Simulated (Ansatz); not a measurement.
We consider hcp Os, described by PBE in Ansatz (plane waves, PAW).

Run with plane-wave cutoff 520 eV, 18×18×12 k mesh (along the axes of the cell as run), Fermi–Dirac smearing 0.1 eV, perturbation theory, no spin polarisation, scalar-relativistic PAW data made under PBE.

The cell has the measured lattice parameters. Conventional cell: a = 2.7342 Å, b = 2.7342 Å, c = 4.3199 Å, α = 90.00°, β = 90.00°, γ = 120.00°.

```cif
data_Os2
_chemical_formula_sum 'Os2'
_space_group_name_H-M_alt 'P 1'
_space_group_IT_number 1
_cell_length_a 2.73420
_cell_length_b 2.73420
_cell_length_c 4.31990
_cell_angle_alpha 90.000
_cell_angle_beta 90.000
_cell_angle_gamma 120.000
loop_
_space_group_symop_operation_xyz
  'x, y, z'
loop_
_atom_site_label
_atom_site_type_symbol
_atom_site_fract_x
_atom_site_fract_y
_atom_site_fract_z
_atom_site_occupancy
Os1 Os 0.66667 0.33333 0.75000 1
Os2 Os 0.33333 0.66667 0.25000 1
```

Harmonic phonon frequencies (cm⁻¹; i marks an imaginary mode):

```json
[
 {"q point": "Γ", "frequencies": "0 0 0 167 167 226"},
 {"q point": "M", "frequencies": "?"},
 {"q point": "K", "frequencies": "152 152 175 179 179 227"},
 {"q point": "A", "frequencies": "117 117 117 117 182 182"}
]
```

Question: Fill in the missing entries.

Answer: 
- M, frequencies: 113 147 158 171 180 181

No imaginary mode appears at these points.

Note: the cell isn't this level's own, so it is under some stress, which shifts stiffness and frequencies.

Ansatz is a quantum-chemistry and plane-wave program.
